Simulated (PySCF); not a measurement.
Partial charges of 1,4-dichlorobutane

Compound: 1,4-dichlorobutane, C4H8Cl2.
Z-matrix (Å and degrees, PBE0-D3(BJ)/def2-TZVP geometry), rows numbered from 1:
```
Cl
C   1  1.7901
C   2  1.5104  1  112.38
C   3  1.5208  2  115.15  1    58.40
C   4  1.5105  3  115.16  2    52.06
Cl  5  1.7900  4  112.42  3    58.09
H   2  1.0895  1  106.46  3   122.88
H   2  1.0887  1  106.32  3  -121.72
H   3  1.0931  2  109.41  1   -64.74
H   3  1.0952  2  106.66  1  -179.93
H   4  1.0953  3  109.40  2   -67.95
H   4  1.0930  3  109.03  2   175.48
H   5  1.0896  4  111.91  3   -61.63
H   5  1.0887  4  111.07  3   177.08
```

Density: PBE0/pcSseg-2 (PySCF); schemes: Mulliken, IAO, Hirshfeld and ESP-fitted. Geometry: PBE0-D3(BJ)/def2-TZVP, one conformer, isolated molecule.

Task: What partial charge does each atom carry?

Result: In e; atoms taken as equivalent share a row and are averaged (×n: the atom named and its like, n in all):

```
          atom         environment  Mulliken     IAO  Hirshfeld  ESP-fitted
       Cl1/Cl6      alkyl chlorine    -0.184  -0.130     -0.061      -0.149
         C2/C5     sp3 C–Cl carbon    +0.027  -0.242     -0.043      -0.282
         C3/C4    chain CH2 carbon    -0.110  -0.267     -0.085      -0.069
 H7/H8/H13/H14  methylene hydrogen    +0.077  +0.166     +0.050      +0.168
H9/H10/H11/H12  methylene hydrogen    +0.056  +0.153     +0.045      +0.082
```

Mean size of the charges over all atoms: IAO 0.183 e, ESP-fitted 0.143 e, Mulliken 0.084 e, Hirshfeld 0.054 e. Each set sums to the total charge, 0, to within 0.001 e. The ESP scheme fits charges at the nuclei, held to the total charge, to the electrostatic potential on points at 1.4 to 2.0 times the van der Waals radii. The IAO scheme counts the electrons in orthogonalised intrinsic atomic orbitals, a minimal basis polarised so that it spans the occupied orbitals exactly.

Some averages cover members that differ in this geometry: C2/C5, ESP-fitted -0.302 to -0.262 e.

Lowest charge. The schemes don't all agree: Mulliken Cl1/Cl6 (-0.184); IAO C3/C4 (-0.267); Hirshfeld C3/C4 (-0.085); ESP-fitted C2/C5 (-0.282).

Highest charge. All schemes agree: Mulliken H7/H8/H13/H14 (+0.077); IAO H7/H8/H13/H14 (+0.166); Hirshfeld H7/H8/H13/H14 (+0.050); ESP-fitted H7/H8/H13/H14 (+0.168).

Task: How closely do the schemes follow one another over all atoms?

Result: Correlation coefficient and root-mean-square difference: IAO with Hirshfeld 0.97, 0.135 e; IAO with ESP-fitted 0.89, 0.086 e; Mulliken with Hirshfeld 0.85, 0.057 e; Hirshfeld with ESP-fitted 0.82, 0.117 e; Mulliken with IAO 0.70, 0.139 e; Mulliken with ESP-fitted 0.58, 0.129 e.

Task: Sum the charges by element.

Result: 
| element | atoms | Mulliken | IAO | Hirshfeld | ESP-fitted |
| --- | --- | --- | --- | --- | --- |
| Cl | 2 | -0.369 | -0.260 | -0.122 | -0.298 |
| C | 4 | -0.164 | -1.018 | -0.256 | -0.701 |
| H | 8 | +0.533 | +1.278 | +0.377 | +0.999 |
